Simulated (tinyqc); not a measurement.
Inside a calculation (part 1 of 2). Method: RHF in the sto-3g basis, for H2O, spin multiplicity 1. Computed by tinyqc, a small Python program that keeps every step (integrals from PySCF). Settings: charge = 0, multiplicity = 1, basis = sto-3g, energy threshold = 1e-09, iteration cap = 54, orthogonalisation = canonical, start = Wolfsberg-Helmholz matrix, DIIS depth = 8, DIIS from iteration = 2, method = RHF. Command: `OMP_NUM_THREADS=1 python tinyqc.py 21402 21403 out.jsonl` (the two numbers bound the seeds that draw the settings). One thread of a shared host (Intel(R) Xeon(R) Processor @ 2.60GHz), about 0.08 s of CPU time with the checks. Later iterations appear only in the table of the cycle.

## One-electron integrals

Geometry (angstrom):
```
atom        x         y        z
O     0.00000   0.00000  0.00000
H     0.00000   0.73100  0.68100
H     0.00000  -0.73100  0.68100
```

Basis sto-3g: exponents (1/bohr^2) and contraction coefficients of normalised primitives:
```
element  l (shell)   exponent  coefficient
O            s (1)  130.70932      0.15433
O            s (1)   23.80886      0.53533
O            s (1)    6.44361      0.44463
O            s (2)    5.03315     -0.09997
O            s (2)    1.16960      0.39951
O            s (2)    0.38039      0.70012
O            p (3)    5.03315      0.15592
O            p (3)    1.16960      0.60768
O            p (3)    0.38039      0.39196
H            s (1)    3.42525      0.15433
H            s (1)    0.62391      0.53533
H            s (1)    0.16886      0.44463
```

Overlap, kinetic and nuclear-attraction integrals over the contracted functions; the nuclear repulsion is the sum of Za Zb / Rab.

nuclear repulsion = 8.8367513 hartree

overlap S, order 1O 1s, 1O 2s, 1O 2px, 1O 2py, 1O 2pz, 2H 1s, 3H 1s:
$$\begin{pmatrix}
1.00000 & 0.23670 & 0.00000 & 0.00000 & 0.00000 & 0.04886 & 0.04886 \\
0.23670 & 1.00000 & 0.00000 & 0.00000 & 0.00000 & 0.44774 & 0.44774 \\
0.00000 & 0.00000 & 1.00000 & 0.00000 & 0.00000 & 0.00000 & 0.00000 \\
0.00000 & 0.00000 & 0.00000 & 1.00000 & 0.00000 & 0.27698 & -0.27698 \\
0.00000 & 0.00000 & 0.00000 & 0.00000 & 1.00000 & 0.25803 & 0.25803 \\
0.04886 & 0.44774 & 0.00000 & 0.27698 & 0.25803 & 1.00000 & 0.27106 \\
0.04886 & 0.44774 & 0.00000 & -0.27698 & 0.25803 & 0.27106 & 1.00000
\end{pmatrix}$$

kinetic energy T (hartree), order 1O 1s, 1O 2s, 1O 2px, 1O 2py, 1O 2pz, 2H 1s, 3H 1s:
$$\begin{pmatrix}
29.00320 & -0.16801 & 0.00000 & 0.00000 & 0.00000 & -0.00507 & -0.00507 \\
-0.16801 & 0.80813 & 0.00000 & 0.00000 & 0.00000 & 0.10943 & 0.10943 \\
0.00000 & 0.00000 & 2.52873 & 0.00000 & 0.00000 & 0.00000 & 0.00000 \\
0.00000 & 0.00000 & 0.00000 & 2.52873 & 0.00000 & 0.18517 & -0.18517 \\
0.00000 & 0.00000 & 0.00000 & 0.00000 & 2.52873 & 0.17250 & 0.17250 \\
-0.00507 & 0.10943 & 0.00000 & 0.18517 & 0.17250 & 0.76003 & 0.01309 \\
-0.00507 & 0.10943 & 0.00000 & -0.18517 & 0.17250 & 0.01309 & 0.76003
\end{pmatrix}$$

nuclear attraction V (hartree), order 1O 1s, 1O 2s, 1O 2px, 1O 2py, 1O 2pz, 2H 1s, 3H 1s:
$$\begin{pmatrix}
-61.67780 & -7.43383 & 0.00000 & 0.00000 & -0.01943 & -1.57686 & -1.57686 \\
-7.43383 & -10.10052 & 0.00000 & 0.00000 & -0.23175 & -3.59849 & -3.59849 \\
0.00000 & 0.00000 & -9.95163 & 0.00000 & 0.00000 & 0.00000 & 0.00000 \\
0.00000 & 0.00000 & 0.00000 & -10.07305 & 0.00000 & -1.96897 & 1.96897 \\
-0.01943 & -0.23175 & 0.00000 & 0.00000 & -10.05700 & -1.91401 & -1.91401 \\
-1.57686 & -3.59849 & 0.00000 & -1.96897 & -1.91401 & -5.69354 & -1.66900 \\
-1.57686 & -3.59849 & 0.00000 & 1.96897 & -1.91401 & -1.66900 & -5.69354
\end{pmatrix}$$

core Hamiltonian H = T + V (hartree), order 1O 1s, 1O 2s, 1O 2px, 1O 2py, 1O 2pz, 2H 1s, 3H 1s:
$$\begin{pmatrix}
-32.67460 & -7.60184 & 0.00000 & 0.00000 & -0.01943 & -1.58193 & -1.58193 \\
-7.60184 & -9.29240 & 0.00000 & 0.00000 & -0.23175 & -3.48906 & -3.48906 \\
0.00000 & 0.00000 & -7.42290 & 0.00000 & 0.00000 & 0.00000 & 0.00000 \\
0.00000 & 0.00000 & 0.00000 & -7.54431 & 0.00000 & -1.78380 & 1.78380 \\
-0.01943 & -0.23175 & 0.00000 & 0.00000 & -7.52827 & -1.74151 & -1.74151 \\
-1.58193 & -3.48906 & 0.00000 & -1.78380 & -1.74151 & -4.93351 & -1.65591 \\
-1.58193 & -3.48906 & 0.00000 & 1.78380 & -1.74151 & -1.65591 & -4.93351
\end{pmatrix}$$

## Two-electron integrals

Functions are numbered as in S; the eight-fold symmetry (ij|kl) = (ji|kl) = (kl|ij) leaves the list below.

Two-electron integrals (ij|kl) in chemists' order, unique and non-zero (hartree):
```
(11|11) 4.78507    (21|11) 0.74138    (21|21) 0.13687    (22|11) 1.11895
(22|21) 0.25663    (22|22) 0.81721    (31|31) 0.02448    (32|31) 0.03781
(32|32) 0.18052    (33|11) 1.11581    (33|21) 0.25668    (33|22) 0.81702
(33|33) 0.88016    (41|41) 0.02448    (42|41) 0.03781    (42|42) 0.18052
(43|43) 0.04744    (44|11) 1.11581    (44|21) 0.25668    (44|22) 0.81702
(44|33) 0.78527    (44|44) 0.88016    (51|51) 0.02448    (52|51) 0.03781
(52|52) 0.18052    (53|53) 0.04744    (54|54) 0.04744    (55|11) 1.11581
(55|21) 0.25668    (55|22) 0.81702    (55|33) 0.78527    (55|44) 0.78527
(55|55) 0.88016    (61|11) 0.15532    (61|21) 0.02843    (61|22) 0.05296
(61|33) 0.05286    (61|41) 0.00096    (61|42) 0.00180    (61|44) 0.05302
(61|51) 0.00089    (61|52) 0.00167    (61|54) 0.00016    (61|55) 0.05300
(61|61) 0.00598    (62|11) 0.37530    (62|21) 0.08714    (62|22) 0.30694
(62|33) 0.30175    (62|41) 0.00478    (62|42) 0.03644    (62|44) 0.30993
(62|51) 0.00446    (62|52) 0.03395    (62|54) 0.00763    (62|55) 0.30885
(62|61) 0.01845    (62|62) 0.14236    (63|31) 0.00915    (63|32) 0.05315
(63|43) 0.00758    (63|53) 0.00707    (63|63) 0.02036    (64|11) 0.19696
(64|21) 0.04633    (64|22) 0.17425    (64|33) 0.16633    (64|41) 0.01138
(64|42) 0.07276    (64|44) 0.18599    (64|51) 0.00208    (64|52) 0.01827
(64|54) 0.01125    (64|55) 0.17023    (64|61) 0.01024    (64|62) 0.09816
(64|64) 0.08728    (65|11) 0.18348    (65|21) 0.04316    (65|22) 0.16233
(65|33) 0.15495    (65|41) 0.00208    (65|42) 0.01827    (65|44) 0.15914
(65|51) 0.01108    (65|52) 0.07017    (65|54) 0.01148    (65|55) 0.17272
(65|61) 0.00954    (65|62) 0.09145    (65|64) 0.06234    (65|65) 0.07844
(66|11) 0.51272    (66|21) 0.12099    (66|22) 0.48845    (66|33) 0.46866
(66|41) 0.00866    (66|42) 0.09071    (66|44) 0.50012    (66|51) 0.00807
(66|52) 0.08451    (66|54) 0.02931    (66|55) 0.49596    (66|61) 0.02585
(66|62) 0.28426    (66|64) 0.22380    (66|65) 0.20849    (66|66) 0.77461
(71|11) 0.15532    (71|21) 0.02843    (71|22) 0.05296    (71|33) 0.05286
(71|41) -0.00096   (71|42) -0.00180   (71|44) 0.05302    (71|51) 0.00089
(71|52) 0.00167    (71|54) -0.00016   (71|55) 0.05300    (71|61) 0.00590
(71|62) 0.01795    (71|64) 0.00909    (71|65) 0.00929    (71|66) 0.02489
(71|71) 0.00598    (72|11) 0.37530    (72|21) 0.08714    (72|22) 0.30694
(72|33) 0.30175    (72|41) -0.00478   (72|42) -0.03644   (72|44) 0.30993
(72|51) 0.00446    (72|52) 0.03395    (72|54) -0.00763   (72|55) 0.30885
(72|61) 0.01795    (72|62) 0.11836    (72|64) 0.05588    (72|65) 0.07414
(72|66) 0.19738    (72|71) 0.01845    (72|72) 0.14236    (73|31) 0.00915
(73|32) 0.05315    (73|43) -0.00758   (73|53) 0.00707    (73|63) 0.01647
(73|73) 0.02036    (74|11) -0.19696   (74|21) -0.04633   (74|22) -0.17425
(74|33) -0.16633   (74|41) 0.01138    (74|42) 0.07276    (74|44) -0.18599
(74|51) -0.00208   (74|52) -0.01827   (74|54) 0.01125    (74|55) -0.17023
(74|61) -0.00909   (74|62) -0.05588   (74|64) -0.01030   (74|65) -0.03419
(74|66) -0.08155   (74|71) -0.01024   (74|72) -0.09816   (74|74) 0.08728
(75|11) 0.18348    (75|21) 0.04316    (75|22) 0.16233    (75|33) 0.15495
(75|41) -0.00208   (75|42) -0.01827   (75|44) 0.15914    (75|51) 0.01108
(75|52) 0.07017    (75|54) -0.01148   (75|55) 0.17272    (75|61) 0.00929
(75|62) 0.07414    (75|64) 0.03419    (75|65) 0.06221    (75|66) 0.13592
(75|71) 0.00954    (75|72) 0.09145    (75|74) -0.06234   (75|75) 0.07844
(76|11) 0.16345    (76|21) 0.03834    (76|22) 0.14756    (76|33) 0.14378
(76|44) 0.14623    (76|51) 0.00301    (76|52) 0.02767    (76|55) 0.15253
(76|61) 0.00806    (76|62) 0.06959    (76|64) 0.04124    (76|65) 0.05025
(76|66) 0.14693    (76|71) 0.00806    (76|72) 0.06959    (76|74) -0.04124
(76|75) 0.05025    (76|76) 0.04206    (77|11) 0.51272    (77|21) 0.12099
(77|22) 0.48845    (77|33) 0.46866    (77|41) -0.00866   (77|42) -0.09071
(77|44) 0.50012    (77|51) 0.00807    (77|52) 0.08451    (77|54) -0.02931
(77|55) 0.49596    (77|61) 0.02489    (77|62) 0.19738    (77|64) 0.08155
(77|65) 0.13592    (77|66) 0.35382    (77|71) 0.02585    (77|72) 0.28426
(77|74) -0.22380   (77|75) 0.20849    (77|76) 0.14693    (77|77) 0.77461
```

## Orthogonalisation

S = U s U^T; canonical form X = U s^(-1/2), so that X^T S X = 1. Each column of U has its largest component positive (the first on a tie).

eigenvalues of S: [0.37022, 0.44998, 0.87805, 1.00000, 1.10596, 1.27896, 1.91683]

X, order 1O 1s, 1O 2s, 1O 2px, 1O 2py, 1O 2pz, 2H 1s, 3H 1s:
$$\begin{pmatrix}
-0.31271 & 0.00000 & 0.74943 & 0.00000 & 0.62343 & 0.00000 & 0.14587 \\
1.12430 & 0.00000 & -0.32246 & 0.00000 & 0.33094 & 0.00000 & 0.40833 \\
0.00000 & 0.00000 & 0.00000 & 1.00000 & 0.00000 & 0.00000 & 0.00000 \\
0.00000 & 0.86477 & 0.00000 & 0.00000 & 0.00000 & 0.72026 & 0.00000 \\
0.58019 & 0.00000 & 0.65247 & 0.00000 & -0.61191 & 0.00000 & 0.21361 \\
-0.70804 & -0.85863 & -0.15418 & 0.00000 & -0.12564 & 0.36271 & 0.37951 \\
-0.70804 & 0.85863 & -0.15418 & 0.00000 & -0.12564 & -0.36271 & 0.37951
\end{pmatrix}$$

## Starting guess

The start is the generalised Wolfsberg-Helmholz matrix (K = 1.75) built on H; D = 2 C_occ C_occ^T.

D at the start, order 1O 1s, 1O 2s, 1O 2px, 1O 2py, 1O 2pz, 2H 1s, 3H 1s:
$$\begin{pmatrix}
2.06340 & -0.25529 & 0.00000 & 0.00000 & 0.12145 & -0.13812 & -0.13812 \\
-0.25529 & 1.17185 & 0.00000 & 0.00000 & -0.44370 & 0.34458 & 0.34458 \\
0.00000 & 0.00000 & 2.00000 & 0.00000 & 0.00000 & 0.00000 & 0.00000 \\
0.00000 & 0.00000 & 0.00000 & 1.45204 & 0.00000 & 0.37032 & -0.37032 \\
0.12145 & -0.44370 & 0.00000 & 0.00000 & 1.79630 & 0.12772 & 0.12772 \\
-0.13812 & 0.34458 & 0.00000 & 0.37032 & 0.12772 & 0.23894 & 0.05006 \\
-0.13812 & 0.34458 & 0.00000 & -0.37032 & 0.12772 & 0.05006 & 0.23894
\end{pmatrix}$$

## Iteration 1: building the Fock matrix

J_ij = sum D_kl (ij|kl), K_ij = sum D_kl (ik|jl); F = H + J - 0.5 K; E = tr D H + tr D J / 2 - 0.25 tr D K + E_nn.

Coulomb J (hartree), order 1O 1s, 1O 2s, 1O 2px, 1O 2py, 1O 2pz, 2H 1s, 3H 1s:
$$\begin{pmatrix}
17.74074 & 3.36452 & 0.00000 & 0.00000 & -0.00906 & 0.69853 & 0.69853 \\
3.36452 & 8.40650 & 0.00000 & 0.00000 & 0.00092 & 3.11693 & 3.11693 \\
0.00000 & 0.00000 & 8.39049 & 0.00000 & 0.00000 & 0.00000 & 0.00000 \\
0.00000 & 0.00000 & 0.00000 & 8.39622 & 0.00000 & 1.75456 & -1.75456 \\
-0.00906 & 0.00092 & 0.00000 & 0.00000 & 8.40964 & 1.64209 & 1.64209 \\
0.69853 & 3.11693 & 0.00000 & 1.75456 & 1.64209 & 4.96633 & 1.49331 \\
0.69853 & 3.11693 & 0.00000 & -1.75456 & 1.64209 & 1.49331 & 4.96633
\end{pmatrix}$$

exchange K (hartree), order 1O 1s, 1O 2s, 1O 2px, 1O 2py, 1O 2pz, 2H 1s, 3H 1s:
$$\begin{pmatrix}
9.74255 & 1.71042 & 0.00000 & 0.00000 & 0.01130 & 0.36516 & 0.36516 \\
1.71042 & 2.58259 & 0.00000 & 0.00000 & -0.11762 & 1.10353 & 1.10353 \\
0.00000 & 0.00000 & 2.25160 & 0.00000 & 0.00000 & 0.00000 & 0.00000 \\
0.00000 & 0.00000 & 0.00000 & 2.11680 & 0.00000 & 0.59825 & -0.59825 \\
0.01130 & -0.11762 & 0.00000 & 0.00000 & 2.22710 & 0.50518 & 0.50518 \\
0.36516 & 1.10353 & 0.00000 & 0.59825 & 0.50518 & 1.04490 & 0.49053 \\
0.36516 & 1.10353 & 0.00000 & -0.59825 & 0.50518 & 0.49053 & 1.04490
\end{pmatrix}$$

Fock matrix F (hartree), order 1O 1s, 1O 2s, 1O 2px, 1O 2py, 1O 2pz, 2H 1s, 3H 1s:
$$\begin{pmatrix}
-19.80514 & -5.09254 & 0.00000 & 0.00000 & -0.03414 & -1.06598 & -1.06598 \\
-5.09254 & -2.17719 & 0.00000 & 0.00000 & -0.17202 & -0.92389 & -0.92389 \\
0.00000 & 0.00000 & -0.15821 & 0.00000 & 0.00000 & 0.00000 & 0.00000 \\
0.00000 & 0.00000 & 0.00000 & -0.20649 & 0.00000 & -0.32837 & 0.32837 \\
-0.03414 & -0.17202 & 0.00000 & 0.00000 & -0.23218 & -0.35201 & -0.35201 \\
-1.06598 & -0.92389 & 0.00000 & -0.32837 & -0.35201 & -0.48963 & -0.40787 \\
-1.06598 & -0.92389 & 0.00000 & 0.32837 & -0.35201 & -0.40787 & -0.48963
\end{pmatrix}$$

total energy of this density = -74.6000292 hartree

## Iteration 1: diagonalisation and new density

Diagonalise F' = X^T F X, C = X C', fill 5 alpha and 5 beta electrons from the bottom; D = 2 C_occ C_occ^T. Each column has its largest component positive (the first on a tie).

F' = X^T F X (hartree):
$$\begin{pmatrix}
0.27822 & 0.00000 & 1.55570 & 0.00000 & 1.29525 & 0.00000 & 0.26030 \\
0.00000 & 0.70031 & 0.00000 & 0.00000 & 0.00000 & 0.12247 & 0.00000 \\
1.55570 & 0.00000 & -8.54055 & 0.00000 & -8.85536 & 0.00000 & -3.53443 \\
0.00000 & 0.00000 & 0.00000 & -0.15821 & 0.00000 & 0.00000 & 0.00000 \\
1.29525 & 0.00000 & -8.85536 & 0.00000 & -9.67764 & 0.00000 & -3.91251 \\
0.00000 & 0.12247 & 0.00000 & 0.00000 & 0.00000 & -0.47178 & 0.00000 \\
0.26030 & 0.00000 & -3.53443 & 0.00000 & -3.91251 & 0.00000 & -2.61522
\end{pmatrix}$$

orbital energies (hartree): MO1 -19.81555, MO2 -1.08430, MO3 -0.48444, MO4 -0.26905, MO5 -0.15821, MO6 0.61370, MO7 0.71297

coefficients C, order 1O 1s, 1O 2s, 1O 2px, 1O 2py, 1O 2pz, 2H 1s, 3H 1s:
$$\begin{pmatrix}
0.99363 & -0.21157 & 0.00000 & 0.12704 & 0.00000 & -0.14554 & 0.00000 \\
0.02834 & 0.71880 & 0.00000 & -0.59211 & 0.00000 & 0.88102 & 0.00000 \\
0.00000 & 0.00000 & 0.00000 & 0.00000 & 1.00000 & 0.00000 & 0.00000 \\
0.00000 & 0.00000 & 0.62752 & 0.00000 & 0.00000 & 0.00000 & 0.93425 \\
0.00503 & 0.17668 & 0.00000 & 0.77190 & 0.00000 & 0.74520 & 0.00000 \\
-0.00626 & 0.23625 & 0.44907 & 0.22290 & 0.00000 & -0.76116 & -0.81678 \\
-0.00626 & 0.23625 & -0.44907 & 0.22290 & 0.00000 & -0.76116 & 0.81678
\end{pmatrix}$$

D after iteration 1, order 1O 1s, 1O 2s, 1O 2px, 1O 2py, 1O 2pz, 2H 1s, 3H 1s:
$$\begin{pmatrix}
2.09641 & -0.39827 & 0.00000 & 0.00000 & 0.13135 & -0.05577 & -0.05577 \\
-0.39827 & 1.73614 & 0.00000 & 0.00000 & -0.65981 & 0.07532 & 0.07532 \\
0.00000 & 0.00000 & 2.00000 & 0.00000 & 0.00000 & 0.00000 & 0.00000 \\
0.00000 & 0.00000 & 0.00000 & 0.78756 & 0.00000 & 0.56361 & -0.56361 \\
0.13135 & -0.65981 & 0.00000 & 0.00000 & 1.25415 & 0.42753 & 0.42753 \\
-0.05577 & 0.07532 & 0.00000 & 0.56361 & 0.42753 & 0.61441 & -0.19226 \\
-0.05577 & 0.07532 & 0.00000 & -0.56361 & 0.42753 & -0.19226 & 0.61441
\end{pmatrix}$$

## Iteration 2: building the Fock matrix

As before.

Coulomb J (hartree), order 1O 1s, 1O 2s, 1O 2px, 1O 2py, 1O 2pz, 2H 1s, 3H 1s:
$$\begin{pmatrix}
17.29680 & 3.26030 & 0.00000 & 0.00000 & -0.00993 & 0.67701 & 0.67701 \\
3.26030 & 8.15687 & 0.00000 & 0.00000 & 0.03595 & 3.06118 & 3.06118 \\
0.00000 & 0.00000 & 8.15652 & 0.00000 & 0.00000 & 0.00000 & 0.00000 \\
0.00000 & 0.00000 & 0.00000 & 8.13310 & 0.00000 & 1.73290 & -1.73290 \\
-0.00993 & 0.03595 & 0.00000 & 0.00000 & 8.15721 & 1.63846 & 1.63846 \\
0.67701 & 3.06118 & 0.00000 & 1.73290 & 1.63846 & 5.01273 & 1.48905 \\
0.67701 & 3.06118 & 0.00000 & -1.73290 & 1.63846 & 1.48905 & 5.01273
\end{pmatrix}$$

exchange K (hartree), order 1O 1s, 1O 2s, 1O 2px, 1O 2py, 1O 2pz, 2H 1s, 3H 1s:
$$\begin{pmatrix}
9.76018 & 1.65695 & 0.00000 & 0.00000 & 0.00713 & 0.35926 & 0.35926 \\
1.65695 & 2.57359 & 0.00000 & 0.00000 & -0.15811 & 1.08110 & 1.08110 \\
0.00000 & 0.00000 & 2.25363 & 0.00000 & 0.00000 & 0.00000 & 0.00000 \\
0.00000 & 0.00000 & 0.00000 & 1.75131 & 0.00000 & 0.63032 & -0.63032 \\
0.00713 & -0.15811 & 0.00000 & 0.00000 & 1.98310 & 0.56851 & 0.56851 \\
0.35926 & 1.08110 & 0.00000 & 0.63032 & 0.56851 & 1.25647 & 0.46575 \\
0.35926 & 1.08110 & 0.00000 & -0.63032 & 0.56851 & 0.46575 & 1.25647
\end{pmatrix}$$

Fock matrix F (hartree), order 1O 1s, 1O 2s, 1O 2px, 1O 2py, 1O 2pz, 2H 1s, 3H 1s:
$$\begin{pmatrix}
-20.25789 & -5.17002 & 0.00000 & 0.00000 & -0.03292 & -1.08455 & -1.08455 \\
-5.17002 & -2.42232 & 0.00000 & 0.00000 & -0.11674 & -0.96842 & -0.96842 \\
0.00000 & 0.00000 & -0.39319 & 0.00000 & 0.00000 & 0.00000 & 0.00000 \\
0.00000 & 0.00000 & 0.00000 & -0.28687 & 0.00000 & -0.36607 & 0.36607 \\
-0.03292 & -0.11674 & 0.00000 & 0.00000 & -0.36261 & -0.38731 & -0.38731 \\
-1.08455 & -0.96842 & 0.00000 & -0.36607 & -0.38731 & -0.54901 & -0.39974 \\
-1.08455 & -0.96842 & 0.00000 & 0.36607 & -0.38731 & -0.39974 & -0.54901
\end{pmatrix}$$

total energy of this density = -74.9459173 hartree

## Iteration 2: diagonalisation and new density

As before.

F' = X^T F X (hartree):
$$\begin{pmatrix}
0.13833 & 0.00000 & 1.69944 & 0.00000 & 1.27942 & 0.00000 & 0.19450 \\
0.00000 & 0.65262 & 0.00000 & 0.00000 & 0.00000 & 0.13744 & 0.00000 \\
1.69944 & 0.00000 & -8.84898 & 0.00000 & -8.96438 & 0.00000 & -3.58104 \\
0.00000 & 0.00000 & 0.00000 & -0.39319 & 0.00000 & 0.00000 & 0.00000 \\
1.27942 & 0.00000 & -8.96438 & 0.00000 & -9.98384 & 0.00000 & -3.99463 \\
0.00000 & 0.13744 & 0.00000 & 0.00000 & 0.00000 & -0.57062 & 0.00000 \\
0.19450 & 0.00000 & -3.58104 & 0.00000 & -3.99463 & 0.00000 & -2.72912
\end{pmatrix}$$

orbital energies (hartree): MO1 -20.26668, MO2 -1.24976, MO3 -0.58588, MO4 -0.47902, MO5 -0.39319, MO6 0.57185, MO7 0.66787

coefficients C, order 1O 1s, 1O 2s, 1O 2px, 1O 2py, 1O 2pz, 2H 1s, 3H 1s:
$$\begin{pmatrix}
0.99420 & -0.23000 & 0.00000 & 0.10707 & 0.00000 & -0.12879 & 0.00000 \\
0.02583 & 0.82413 & 0.00000 & -0.54119 & 0.00000 & 0.81947 & 0.00000 \\
0.00000 & 0.00000 & 0.00000 & 0.00000 & 1.00000 & 0.00000 & 0.00000 \\
0.00000 & 0.00000 & 0.62049 & 0.00000 & 0.00000 & 0.00000 & 0.93894 \\
0.00449 & 0.12497 & 0.00000 & 0.75568 & 0.00000 & 0.77183 & 0.00000 \\
-0.00554 & 0.17138 & 0.45519 & 0.27990 & 0.00000 & -0.75970 & -0.81339 \\
-0.00554 & 0.17138 & -0.45519 & 0.27990 & 0.00000 & -0.75970 & 0.81339
\end{pmatrix}$$

D after iteration 2, order 1O 1s, 1O 2s, 1O 2px, 1O 2py, 1O 2pz, 2H 1s, 3H 1s:
$$\begin{pmatrix}
2.10560 & -0.44363 & 0.00000 & 0.00000 & 0.11326 & -0.02991 & -0.02991 \\
-0.44363 & 1.94548 & 0.00000 & 0.00000 & -0.61171 & -0.02076 & -0.02076 \\
0.00000 & 0.00000 & 2.00000 & 0.00000 & 0.00000 & 0.00000 & 0.00000 \\
0.00000 & 0.00000 & 0.00000 & 0.77001 & 0.00000 & 0.56489 & -0.56489 \\
0.11326 & -0.61171 & 0.00000 & 0.00000 & 1.17337 & 0.46582 & 0.46582 \\
-0.02991 & -0.02076 & 0.00000 & 0.56489 & 0.46582 & 0.62990 & -0.19891 \\
-0.02991 & -0.02076 & 0.00000 & -0.56489 & 0.46582 & -0.19891 & 0.62990
\end{pmatrix}$$
